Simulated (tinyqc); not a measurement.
Inside a calculation. Method: extended Hueckel theory, for CH4. Computed by tinyqc, a small Python program that keeps every step (integrals from PySCF). Settings: charge = 0, K = 1.75, weighted = 1, multiplicity = 1. Command: `OMP_NUM_THREADS=1 python tinyqc.py 24413 24414 out.jsonl` (the two numbers bound the seeds that draw the settings). One thread of a shared host (Intel(R) Xeon(R) Processor @ 2.60GHz), about 0.01 s of CPU time with the checks.

## Overlaps

Geometry (angstrom):
```
atom          x          y          z
C      0.000000   0.000000   0.000000
H      0.618000   0.618000   0.618000
H      0.618000  -0.618000  -0.618000
H     -0.618000   0.618000  -0.618000
H     -0.618000  -0.618000   0.618000
```

Parameters chosen for this run:
```
element  shell  Slater exponent   H_ii (eV)
H           1s         1.300000  -13.600000
C           2s         1.625000  -21.400000
C           2p         1.625000  -11.400000
```

Slater orbitals, each expanded in six Gaussians scaled to its exponent.

overlap S, lower triangle:
```
           1C 2s     1C 2px     1C 2py     1C 2pz     2H 1s     3H 1s     4H 1s     5H 1s
1C 2s   1.000000
1C 2px  0.000000   1.000000
1C 2py  0.000000   0.000000   1.000000
1C 2pz  0.000000   0.000000   0.000000   1.000000
2H 1s   0.503382   0.287551   0.287551   0.287551  1.000000
3H 1s   0.503382   0.287551  -0.287551  -0.287551  0.156145  1.000000
4H 1s   0.503382  -0.287551   0.287551  -0.287551  0.156145  0.156145  1.000000
5H 1s   0.503382  -0.287551  -0.287551   0.287551  0.156145  0.156145  0.156145  1.000000
```

## Wolfsberg-Helmholz matrix

diagonal H_ii (eV): 1C 2s -21.400000, 1C 2px -11.400000, 1C 2py -11.400000, 1C 2pz -11.400000, 2H 1s -13.600000, 3H 1s -13.600000, 4H 1s -13.600000, 5H 1s -13.600000

K = 1.750000

H_ij = K' S_ij (H_ii + H_jj)/2 for i != j (the diagonal keeps H_ii), with K' = K + D^2 + D^4 (1 - K), D = (H_ii - H_jj)/(H_ii + H_jj), K = 1.75.

H (eV), lower triangle:
```
             1C 2s      1C 2px      1C 2py      1C 2pz       2H 1s       3H 1s       4H 1s       5H 1s
1C 2s   -21.400000
1C 2px    0.000000  -11.400000
1C 2py    0.000000    0.000000  -11.400000
1C 2pz    0.000000    0.000000    0.000000  -11.400000
2H 1s   -15.837298   -6.317861   -6.317861   -6.317861  -13.600000
3H 1s   -15.837298   -6.317861    6.317861    6.317861   -3.716250  -13.600000
4H 1s   -15.837298    6.317861   -6.317861    6.317861   -3.716250   -3.716250  -13.600000
5H 1s   -15.837298    6.317861    6.317861   -6.317861   -3.716250   -3.716250   -3.716250  -13.600000
```

## Orbitals

valence electrons = 8

Solve H C = S C e through S^(-1/2); fill by pairs from the bottom, a degenerate level sharing its electrons equally; each orbital has its largest coefficient positive (the first on a tie).

orbital energies (eV): -24.975529  -15.568077  -15.568077  -15.568077  5.882044  5.882044  5.882044  41.693800

occupations: 2.000000  2.000000  2.000000  2.000000  0.000000  0.000000  0.000000  0.000000

coefficients:
```
             MO1        MO2        MO3        MO4        MO5        MO6        MO7        MO8
1C 2s   0.627118   0.000000   0.000000   0.000000   0.000000   0.000000   0.000000   1.683760
1C 2px  0.000000   0.094681   0.529415  -0.079711   1.101120  -0.085648  -0.359421   0.000000
1C 2py  0.000000  -0.401831   0.016779  -0.365854   0.368315   0.164591   1.089146   0.000000
1C 2pz  0.000000  -0.353788   0.122625   0.394202   0.029381   1.146542  -0.183201   0.000000
2H 1s   0.171687  -0.374047   0.378507  -0.029068  -0.808522  -0.661076  -0.294817  -0.721210
3H 1s   0.171687   0.481214   0.220720  -0.061155  -0.379455   0.753479   0.682589  -0.721210
4H 1s   0.171687  -0.080772  -0.359516  -0.385030   0.411154   0.483502  -0.880241  -0.721210
5H 1s   0.171687  -0.026395  -0.239712   0.475253   0.776823  -0.575906   0.492469  -0.721210
```

sum of one-electron energies = -143.359519 eV

Within a degenerate level the vectors are fixed only up to a rotation; this is one choice.

## Mulliken analysis

P = C n C^T; charge = valence electrons (H 1, C 4) minus the sum of (P S)_ii on the atom; overlap population = 2 sum P_ij S_ij between two atoms.

charges: 1C -0.148234, 2H 0.037058, 3H 0.037058, 4H 0.037058, 5H 0.037058

Overlap populations:
```
pair      value
2-1    0.794044
3-1    0.794044
3-2   -0.040721
4-1    0.794044
4-2   -0.040721
4-3   -0.040721
5-1    0.794044
5-2   -0.040721
5-3   -0.040721
5-4   -0.040721
```
